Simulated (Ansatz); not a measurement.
C₃H₈N₂ (`CCC(=N)N`). Total charge 0; spin multiplicity 1. The structure was optimised at the PBE0-D4/def2-TZVP level. It is one conformer, not always the lowest.

```xyz
13

C    -1.149    0.104   -1.086
C     0.295    0.359   -0.668
C     0.533    0.079    0.795
N     0.696    0.951    1.708
N     0.489   -1.250    1.133
H    -1.292    0.330   -2.144
H    -1.434   -0.936   -0.919
H    -1.833    0.731   -0.509
H     0.567    1.398   -0.865
H     0.969   -0.262   -1.271
H     0.644    1.886    1.317
H     0.776   -1.461    2.074
H     0.740   -1.928    0.435
```

**Question.** What is the dipole moment at ωB97M-V/def2-TZVPP? (Estimate.)

**Answer.** The calculation gave: 2.90 D, with components (0.16, -1.34, -2.56) D in this frame, pointing from negative to positive charge.

**Question.** And with PBE, r2SCAN, B3LYP? (An estimate is asked.)

**Answer.** Computed: PBE 2.78 D, r2SCAN 2.88 D, B3LYP 2.88 D.

**Question.** Give the Mulliken charges with ωB97M-V, PBE, B3LYP in def2-TZVPP. (Estimate.)

**Answer.** Ansatz gave: 
| atom | ωB97M-V | PBE | B3LYP |
| --- | --- | --- | --- |
| C1 | -0.28 | -0.23 | -0.23 |
| C2 | -0.18 | -0.10 | -0.11 |
| C3 | 0.17 | 0.06 | 0.13 |
| N4 | -0.29 | -0.27 | -0.30 |
| N5 | -0.24 | -0.27 | -0.28 |
| H6 | 0.11 | 0.08 | 0.08 |
| H7 | 0.10 | 0.08 | 0.08 |
| H8 | 0.11 | 0.09 | 0.09 |
| H9 | 0.07 | 0.05 | 0.06 |
| H10 | 0.08 | 0.05 | 0.05 |
| H11 | 0.10 | 0.14 | 0.13 |
| H12 | 0.13 | 0.17 | 0.16 |
| H13 | 0.12 | 0.15 | 0.15 |

B3LYP here is the variant with VWN-RPA as its local correlation; programs differ in this.
